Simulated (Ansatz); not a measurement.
# C3H4N2S: the cost of one run

Program: Ansatz 0.2.0, driven from Python. Level of theory: PBE0+D4/cc-pVDZ. These are calculated values, not measurements.

## (1) Starting point

Bond lengths: S1–C2 1.718 Å, C2–N3 1.309 Å, N3–C4 1.373 Å, C4–C5 1.377 Å, C2–N6 1.362 Å, C5–N6 1.369 Å, S1–H7 1.341 Å, C4–H8 1.083 Å, C5–H9 1.080 Å, N6–H10 1.010 Å. Angles: S1–C2–N3 126.7°, S1–C2–N6 120.9°, N3–C2–N6 112.4°, C2–S1–H7 96.3°, C2–N3–C4 104.7°, N3–C4–C5 110.9°, N3–C4–H8 121.2°, C5–C4–H8 127.9°, C4–C5–N6 104.9°, C4–C5–H9 132.6°, N6–C5–H9 122.5°, C2–N6–C5 107.1°, C2–N6–H10 125.3°, C5–N6–H10 127.5°.

No structure file is read: the coordinates are typed or built in the script.

## (2) The script

freq_c3h4n2s.py

```python
'''Harmonic frequencies of C3H4N2S at its relaxed geometry.'''

import itertools

import ansatz as az
from ase.data import atomic_numbers, covalent_radii
import numpy as np


def main() -> None:
    c3h4n2s = (
        az.Crystal.molecule()
        .atom('S', [2.4937, 0.0438, -0.3872])
        .atom('C', [0.813, 0.0731, -0.0339])
        .atom('N', [0.2377, 0.6566, 0.9871])
        .atom('C', [-1.1016, 0.3983, 0.8265])
        .atom('C', [-1.3256, -0.3503, -0.3074])
        .atom('N', [-0.0841, -0.55, -0.8479])
        .atom('H', [2.8792, 0.7655, 0.6751])
        .atom('H', [-1.8328, 0.7649, 1.5358])
        .atom('H', [-2.2252, -0.7428, -0.7591])
        .atom('H', [0.1457, -1.0591, -1.689])
    )

    calculation = (
        c3h4n2s.calculation()
        .basis(gaussian='cc-pVDZ')
        .functional('PBE0', dispersion='d4')
    )
    symbols = [site.symbol for site in c3h4n2s.cartesian_sites]
    start = np.array([site.position_ang for site in c3h4n2s.cartesian_sites], dtype=float)
    report = calculation.relax(force_tolerance=0.003).run(threads=1, pin='off').report
    end = np.array(report['positions_ang'])

    # pairs closer than 1.2 times the sum of covalent radii, before or after
    radius = [covalent_radii[atomic_numbers[s]] for s in symbols]
    span = lambda where, i, j: np.linalg.norm(where[i] - where[j])
    bonded = [(i, j) for i, j in itertools.combinations(range(len(symbols)), 2) if min(span(start, i, j), span(end, i, j)) < 1.2 * (radius[i] + radius[j])]
    print('pair        before    after (A)')
    for i, j in bonded:
        print(f'{symbols[i]}{i}-{symbols[j]}{j}'.ljust(10), f'{span(start, i, j):8.4f} {span(end, i, j):8.4f}')
    for first, second in list(itertools.combinations(bonded, 2)):
        shared = set(first) & set(second)
        if shared and symbols[(j := shared.pop())] != 'H':
            i, k = sorted((set(first) | set(second)) - {j})
            u, v = end[i] - end[j], end[k] - end[j]
            angle = np.degrees(np.arccos(np.clip(u @ v / np.linalg.norm(u) / np.linalg.norm(v), -1, 1)))
            print(f'final angle {symbols[i]}{i}-{symbols[j]}{j}-{symbols[k]}{k}: {angle:.2f} deg')

    # same settings at the minimum
    minimum = az.Crystal.molecule()
    for symbol, place in zip(symbols, end):
        minimum = minimum.atom(symbol, place.tolist())
    vibrating = (
        minimum.calculation()
        .basis(gaussian='cc-pVDZ')
        .functional('PBE0', dispersion='d4')
        .phonons(temperatures=(298.15, 498.15, 100))
    )
    vib = vibrating.run(threads=1, pin='off').report['vibrations']
    sums = vib['harmonic_sums']
    modes = [m['omega_inv_cm'] for m in sums['modes_at_gamma'] if m['rigid_motion'] == 'no']
    print('frequencies (1/cm):', ' '.join(f'{w:.0f}' for w in modes))
    print('imaginary modes:', sum(w < 0 for w in modes), ' zero-point energy:', round(sums['zero_point_energy_ev'], 4), 'eV')
    print('T (K)   F_vib (eV)   S_vib (meV/K)   C_vib (meV/K)')
    for row in zip(sums['temperatures_k'], sums['vibrational_free_energy_ev'], vib['entropy_ev_per_k'], vib['heat_capacity_ev_per_k']):
        print(f'{row[0]:6.1f} {row[1]:11.4f} {1000 * row[2]:13.4f} {1000 * row[3]:15.4f}')


if __name__ == '__main__':
    main()
```

## (3) The input behind the calls

The package turns the script's settings into the engine's input (first run):

```yaml
crystal:
  periodic: [false, false, false]
  atoms:
    - { symbol: S, position_ang: [2.4937, 0.0438, -0.3872] }
    - { symbol: C, position_ang: [0.813, 0.0731, -0.0339] }
    - { symbol: "N", position_ang: [0.2377, 0.6566, 0.9871] }
    - { symbol: C, position_ang: [-1.1016, 0.3983, 0.8265] }
    - { symbol: C, position_ang: [-1.3256, -0.3503, -0.3074] }
    - { symbol: "N", position_ang: [-0.0841, -0.55, -0.8479] }
    - { symbol: H, position_ang: [2.8792, 0.7655, 0.6751] }
    - { symbol: H, position_ang: [-1.8328, 0.7649, 1.5358] }
    - { symbol: H, position_ang: [-2.2252, -0.7428, -0.7591] }
    - { symbol: H, position_ang: [0.1457, -1.0591, -1.689] }
basis:
  gaussian:
    orbitals: cc-pVDZ
hamiltonian:
  xc: pbe0
  dispersion: d4
relax:
  f_tol: 0.003
```

## (4) Launch

Command:

```bash
$ python freq_c3h4n2s.py
```

**Question.** How long does this script take on 1 thread of AMD EPYC 7R43 (Zen 3), shared host, and how much memory does it need?

About 5 min, with a peak of 0.33 GiB.
